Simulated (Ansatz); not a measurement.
The first iterations of a band of H2S2Si (5 atoms, charge 0, multiplicity 1).

Level of theory: RKS r2SCAN/def2-SVP in Ansatz 0.2.0.

```
movable images  : 7
climbing image  : yes
spring          : 5.0 eV/Å²
optimiser       : quadratic models (default)
start path      : through a guess of the saddle point
force threshold : 0.05 eV/Å
iteration limit : 37
end points      : relaxed
```

First end point:

```xyz
5
Properties=species:S:1:pos:R:3
Si -0.240 0.214 -0.210
S 1.757 -0.300 0.258
S 0.048 -1.365 1.167
H -0.748 -0.125 -1.563
H -0.768 1.502 0.307
```

Last end point:

```xyz
5
Properties=species:S:1:pos:R:3
Si -1.134 0.629 0.138
S 0.987 -0.217 -0.560
S -0.011 -1.165 1.018
H 0.564 -0.972 -1.614
H -0.356 1.650 0.978
```

| iteration | highest image above the first end (eV) | largest band force component (eV/Å) |
| --- | --- | --- |
| 1 | 2.508 | 4.750 |
| 2 | 1.980 | 1.102 |

Question: Does the band converge within its limit, and where does its top end?

Answer: It converged. It ended after 7 iterations with the highest image 1.852 eV above the first end. A vibrational analysis at the climbing image gives one clearly imaginary mode, 616i cm⁻¹: a first-order saddle point. The orbitals stay closed-shell, which can raise the energy where a bond breaks towards radicals; this wasn't checked here.

Time of the run: 3.4 min on 1 CPU thread of a shared host.
